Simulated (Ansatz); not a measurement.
This geometry of BClH2 + ClH (6 atoms, charge 0, multiplicity 1) is a first-order saddle point.

Computed with RKS B3LYP-D4/cc-pVDZ in Ansatz 0.2.0.

```xyz
6
Properties=species:S:1:pos:R:3
B -0.089 -0.201 0.077
H -0.100 0.224 1.305
H 0.979 -0.021 -0.422
Cl -1.616 0.187 -0.742
Cl -0.043 -2.244 0.732
H -0.106 -0.845 1.405
```

**Question.** Which two structures does it join? (They come from a converged band through this point; their orientation in space is the band's.)

**Answer.** Bonds broken: B1–H2, Cl5–H6. Bonds formed: B1–Cl5, H2–H6. BClH2 + ClH becomes BCl2H + H2.

Initial state:

```xyz
6
Properties=species:S:1:pos:R:3
B 0.035 0.373 -0.126
H 0.169 0.806 0.984
H 0.945 0.069 -0.844
Cl -1.601 0.297 -0.784
Cl 0.233 -2.372 1.170
H -0.756 -2.073 1.955
```

Final state:

```xyz
6
Properties=species:S:1:pos:R:3
B 0.024 -0.647 -0.629
H -0.411 0.355 2.398
H 1.029 -0.001 -0.571
Cl -1.487 0.133 -1.062
Cl 0.077 -2.370 -0.294
H -0.206 -0.370 2.512
```

**Question.** How far does it lie above each of them?

**Answer.** 0.69 eV above the first and 1.36 eV above the second. This is the barrier of this one path; another mechanism may lie lower. The orbitals stay closed-shell, which can raise the energy where a bond breaks towards radicals; this wasn't checked here.

Time of the run: 3.2 min on 1 thread of AMD EPYC 9R45 96-Core Processor (Zen 5), with other jobs on the host, peak memory 0.14 GiB.
